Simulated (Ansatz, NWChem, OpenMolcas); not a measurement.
## How basis sets differ on CS (carbon monosulfide)

CS has 2 atoms, charge 0, and is taken as a singlet. As SMILES, `[C-]#[S+]`. Geometry: the measured bond length.

```xyz
2

C     0.0000    0.0000    0.0000
S     0.0000    0.0000    1.5349
```

Quantity: the HOMO–LUMO gap, in eV. The values are calculated.

```csv
level,kind,program,value (eV)
B3LYP/STO-3G,global hybrid,OpenMolcas,6.74
B3LYP/6-31G* (spherical functions),global hybrid,NWChem,6.20
B3LYP/pcseg-1,global hybrid,Ansatz,6.15
B3LYP/6-31G* (Cartesian functions),global hybrid,OpenMolcas,6.21
B3LYP/cc-pVTZ,global hybrid,OpenMolcas,6.11
```

The values span 6.11 to 6.74 eV. Orbital gaps aren't excitation energies.
